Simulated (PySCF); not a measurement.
# Identify the compound

An unknown has the formula C3H4ClN. Its calculated NMR data are:

¹H NMR (300 MHz, computed): δ 3.59 (t, 2H), 2.51 (t, 2H).

¹³C{¹H} NMR (computed): δ 121.5 (C), 45.7 (CH2), 23.6 (CH2).

- shieldings: GIAO B97-2/pcSseg-2
- geometry: PBE0-D3(BJ)/def2-TZVP
- run in PySCF 2.14.0 with density-fitted response routines
- isolated molecule, fast rotation and ring inversion assumed for equivalent nuclei, non-relativistic, single conformer

Shifts are taken against calculated references (same method and geometry level): ¹H (31.64 ppm), ¹³C (185.38 ppm) against TMS.

Problem. Deduce the structure.

Solution. 
- Rings plus π bonds: 2 (no ring in the answer).
- 3 carbon signals for 3 carbons: no two carbons are equivalent.
- Carbon types of the structure: 1 × C, 2 × CH2, which accounts for all hydrogens.
- δC 121.5: nitrile carbon; typical of a nitrile.
- δC 45.7: sp3 CH2 bonded to Cl; pulled downfield by the heteroatom.
- δC 23.6: sp3 CH2 α to a nitrile; aliphatic region, no heteroatom directly attached.
- δH 3.59: hydrogen on an sp3 CH2 bonded to Cl; its carbon carries Cl, hence the downfield position.
- δH 2.51: hydrogen on an sp3 CH2 α to a nitrile.

These data were computed for `N#CCCCl`.

The shifts were computed for this structure.

Carbons that carry Cl, above all several Cl atoms, come out too deshielded, partly because spin–orbit coupling is missing. Shifts are as computed. Against solution values, carbons near 30 ppm lie about +3 ppm off and those near 130 ppm about +7 ppm; carbons on Cl a further +5 ppm. Of 1211 compounds with measured shifts, 218 miss one by over three times the rms of a fit or turn the order of signals round; such compounds aren't used in these exercises. No couplings were computed; multiplicities are counted from neighbouring protons, with m where these are inequivalent, close in shift, in a saturated or five-membered ring or joined by F or P, and br s for small geminal =CH2 splittings.
